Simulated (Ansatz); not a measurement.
Input file:

```yaml
crystal:
  periodic: [false, false, false]
  atoms:
    - {symbol: Ge, position_ang: [0.000000, 0.000000, 0.618619]}
    - {symbol: Mg, position_ang: [0.000000, 0.000000, -4.275590]}
    - {symbol: H, position_ang: [0.000000, 0.000000, 3.656972]}
basis:
  gaussian: {orbitals: 6-31G}
magnetization: {spin_polarized: false, initial_magnetization: 3}
correlation: {method: fic_mrcisd_q, electrons: outside_noble_gas, active_space: {window: {electrons: 5, orbitals: 5}}}
```

```sh
$ ansatz run in.yaml --threads 1 --pin off --events-out ev --progress --plain --max-ram 2393MiB
```

**Question.** Roughly how long does this take on 1 thread of AMD EPYC 7B13, shared host, and how much host memory?

**Answer.** 5.5 s wall and 0.17 GiB.

```
418 factors; integrals over basis functions are off by at most 5.4e-4 eV
mean field evaluation 1: about -61906.9945 eV, gradient 6.1e0 eV
mean field evaluation 2: about -61907.0015 eV, gradient 6.1e0 eV
mean field evaluation 4: about -61908.0550 eV, gradient 2.7e0 eV
mean field evaluation 8: about -61908.1481 eV, gradient 1.3e0 eV
mean field evaluation 16: about -61908.1719 eV, gradient 1.5e-6 eV
mean field evaluation 32: about -61907.8775 eV, gradient 1.3e0 eV
mean field evaluation 64: about -61908.0321 eV, gradient 1.3e0 eV
mean field evaluation 96: about -61908.1517 eV, gradient 4.7e-1 eV
mean field -61908.17194376 eV, -2275.0833560670 hartree, gradient 2.7e-6 eV, S^2 3.750000; 12 other end points of the search recorded, 0 dependent functions left out
reference -61908.17194376 eV, -2275.0833560670 hartree; 24, 21 occupied and 20, 23 virtual orbitals, 418 factors
state -61908.50568680 eV, -2275.0956208976 hartree
contracted CI cycle   1: correlation 0.00000000 eV, 0.0000000000 hartree, residual 5.86e0 eV
contracted CI cycle   2: correlation -1.08663413 eV, -0.0399330676 hartree, residual 2.07e0 eV
contracted CI cycle   3: correlation -1.18375844 eV, -0.0435023202 hartree, residual 6.09e-1 eV
contracted CI cycle   4: correlation -1.19342376 eV, -0.0438575142 hartree, residual 2.05e-1 eV
contracted CI cycle   5: correlation -1.19453579 eV, -0.0438983805 hartree, residual 7.03e-2 eV
contracted CI cycle   6: correlation -1.19466361 eV, -0.0439030779 hartree, residual 2.19e-2 eV
contracted CI cycle   7: correlation -1.19467786 eV, -0.0439036014 hartree, residual 9.92e-3 eV
contracted CI cycle   8: correlation -1.19468095 eV, -0.0439037152 hartree, residual 5.73e-3 eV
contracted CI cycle   9: correlation -1.19468198 eV, -0.0439037531 hartree, residual 2.59e-3 eV
contracted CI cycle  10: correlation -1.19468212 eV, -0.0439037581 hartree, residual 8.91e-4 eV
state -61908.50568680 eV, -2275.0956208976 hartree; corrected -61909.78550602 eV, -2275.1426533865 hartree
state -61908.49301403 eV, -2275.0951551818 hartree
contracted CI cycle   1: correlation 0.00000000 eV, 0.0000000000 hartree, residual 5.57e0 eV
contracted CI cycle   2: correlation -1.16984530 eV, -0.0429910220 hartree, residual 1.54e0 eV
contracted CI cycle   3: correlation -1.22384257 eV, -0.0449753848 hartree, residual 2.83e-1 eV
contracted CI cycle   4: correlation -1.22599823 eV, -0.0450546039 hartree, residual 8.60e-2 eV
contracted CI cycle   5: correlation -1.22620088 eV, -0.0450620513 hartree, residual 2.47e-2 eV
contracted CI cycle   6: correlation -1.22622417 eV, -0.0450629071 hartree, residual 1.01e-2 eV
contracted CI cycle   7: correlation -1.22622709 eV, -0.0450630145 hartree, residual 3.42e-3 eV
contracted CI cycle   8: correlation -1.22622755 eV, -0.0450630314 hartree, residual 1.61e-3 eV
contracted CI cycle   9: correlation -1.22622765 eV, -0.0450630351 hartree, residual 6.50e-4 eV
state -61908.49301403 eV, -2275.0951551818 hartree; corrected -61909.82553390 eV, -2275.1441243840 hartree
state -61908.49301403 eV, -2275.0951551818 hartree; corrected -61909.82553390 eV, -2275.1441243840 hartree
WARN: the results are in doubt because another end's mean lies 0.013 eV lower, and its corrected mean 0.040 eV higher
Total energy: -61909.82553390 eV, -2275.1441243840 hartree
In doubt: another end's mean lies 0.013 eV lower, and its corrected mean 0.040 eV higher
```

Natural occupations: 1.9670 1.0003 1.0000 1.0000 0.0328.
